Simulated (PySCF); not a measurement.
## Orbital picture of NaS

M06 at R = 2.512 Å; basis Na aug-pcseg-1, S aug-pcseg-1; no relativity; PySCF 2.14. State: ²Π (doublet), unpaired electrons π ↑. Only the outer orbitals are listed, counted within each symmetry.

```
spin  orbital  occ.  ε (eV)  on Na (%)   main shells (%)
   α       2π     1  -33.35        100          100 Na p
   α       2π     1  -33.33        100          100 Na p
   α       6σ     1  -33.28        100          100 Na p
   α       7σ     1  -16.63         -1           100 S s
   α       3π     1   -6.26          1            99 S p
   α       8σ     1   -5.95         -1           100 S p
   α       3π     1   -5.42          1            99 S p
   α       9σ     0   -2.09        100  70 Na s, 30 Na p
   β       2π     1  -33.36        100          100 Na p
   β       2π     1  -33.34        100          100 Na p
   β       6σ     1  -33.29        100          100 Na p
   β       7σ     1  -15.23         -1           101 S s
   β       8σ     1   -5.35          0            98 S p
   β       3π     1   -4.81          1            98 S p
   β       3π     0   -2.54          5            95 S p
   β       9σ     0   -2.03        101  68 Na s, 34 Na p
```

Question: Which are the highest filled and the lowest empty level, where do they sit, and how wide is the gap?

Answer: Highest filled β 3π at -4.81 eV (in %: 98 S p); lowest empty β 3π at -2.54 eV (in %: 95 S p); the gap at M06 is 2.27 eV. Both belong to one degenerate shell, split only by its one-sided filling, so this is no excitation gap.

```json
{
  "bond order (Mayer)": "0.00",
  "⟨S²⟩": "0.755",
  "charge on Na (Mulliken, basis-dependent)": "1.00",
  "charge on Na (Löwdin, basis-dependent)": "0.71",
  "dipole moment (positive dipole means Na(−)S(+))": "-8.82 D"
}
```

Shares are Mulliken populations and can fall outside 0 to 100 %.

The state was picked by a PBE0 search and need not be the measured ground state.
